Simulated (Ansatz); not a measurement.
`NCOCN` → 2 C• + 8 H• + 2 N• + O•  (atomization)

Calculated with Ansatz (gas phase, PBE0-D4/def2-TZVP geometries, no zero-point term in ΔE). CCSD(T)/CBS is the MP2 limit (def2-TZVPP, def2-QZVPP) plus CCSD(T) − MP2 in def2-TZVPP, frozen cores. This one scheme is used for every species, atoms too. No spin–orbit coupling; open shells (•) take unrestricted orbitals. Spin–orbit coupling would lower the free atoms: a little for C, O. One conformer a species, not always the lowest.

```tsv
species	CCSD/def2-TZVPP energy (Eh)
`NCOCN`	-265.30018
C•	-37.77900
H•	-0.49981
N•	-54.51368
O•	-74.97390
```

Q: Work out ΔE.

A: ΔE = 8 × (-0.49981) + 2 × (-37.77900) + 2 × (-54.51368) + (-74.97390) − (-265.30018) = 1.74244 Eh = +47.41 eV. CCSD(T)/CBS gives +49.66 eV.

Largest T1 diagnostic among the species: 0.010.

In def2-TZVPP, CCSD(T) changes the Hartree–Fock value by +14.28 eV (the triples alone add +0.78 eV) and MP2 by +14.96 eV; breaking electron pairs costs correlation energy, which Hartree–Fock lacks. From PBE to PBE0 (25 % exact exchange), in def2-TZVPP and without D4, ΔE moves by −1.20 eV: exact exchange takes away binding that semilocal exchange gives to molecules.

For atomizations the MP2-based limit and the directly extrapolated one differ by several kJ/mol either way, and by 10 to 25 for some Ge, Se and Sn compounds, so smaller differences from it don't rank the levels.
